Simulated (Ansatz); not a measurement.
# H6Si2: the cost of one run

Program: Ansatz 0.2.0. Level of theory: RKS BHLYP-D4/def2-SVP. These are calculated values, not measurements.

## Step 1: Starting point

Bond lengths: Si1–Si2 2.220 Å, Si2–H3 1.460 Å, Si2–H4 1.460 Å, Si2–H5 1.460 Å, Si1–H6 1.460 Å, Si1–H7 1.459 Å, Si1–H8 1.459 Å. Angles: Si1–Si2–H3 109.5°, Si1–Si2–H4 109.5°, Si1–Si2–H5 109.5°, H3–Si2–H4 109.4°, H3–Si2–H5 109.4°, H4–Si2–H5 109.4°, Si2–Si1–H6 109.5°, Si2–Si1–H7 109.5°, Si2–Si1–H8 109.5°, H6–Si1–H7 109.5°, H6–Si1–H8 109.5°, H7–Si1–H8 109.5°.

Structure file:

```xyz
8

Si    0.0000    0.0000    0.0000
Si    0.0000    0.0000    2.2200
H    -1.3148   -0.4067    2.7074
H     1.0096   -0.9353    2.7074
H     0.3052    1.3420    2.7074
H     1.3768    0.0000   -0.4862
H    -0.6877    1.1914   -0.4862
H    -0.6877   -1.1914   -0.4862
```

## Step 2: Relaxing the start

The input, input.yaml:

```yaml
crystal:
  periodic: [false, false, false]
  atoms:
    - { symbol: Si, position_ang: [0.0, 0.0, 0.0] }
    - { symbol: Si, position_ang: [0.0, 0.0, 2.22] }
    - { symbol: H, position_ang: [-1.3148, -0.4067, 2.7074] }
    - { symbol: H, position_ang: [1.0096, -0.9353, 2.7074] }
    - { symbol: H, position_ang: [0.3052, 1.342, 2.7074] }
    - { symbol: H, position_ang: [1.3768, 0.0, -0.4862] }
    - { symbol: H, position_ang: [-0.6877, 1.1914, -0.4862] }
    - { symbol: H, position_ang: [-0.6877, -1.1914, -0.4862] }
basis:
  gaussian: { orbitals: def2-SVP }
hamiltonian:
  xc: { name: BHLYP }
  dispersion: d4
relax:
  f_tol: 0.02
  max_steps: 40
output:
  orbitals: {}
```

Run with:

```sh
$ ansatz run input.yaml --threads 1 --pin off --max-ram 2048MiB --backend cpu --events-out ev --progress --plain --runs-dir out
```

What time and memory should one allow on 1 thread of Intel Xeon 6975P-C (Granite Rapids), shared host?

About 8.2 s, with a peak of 0.14 GiB.
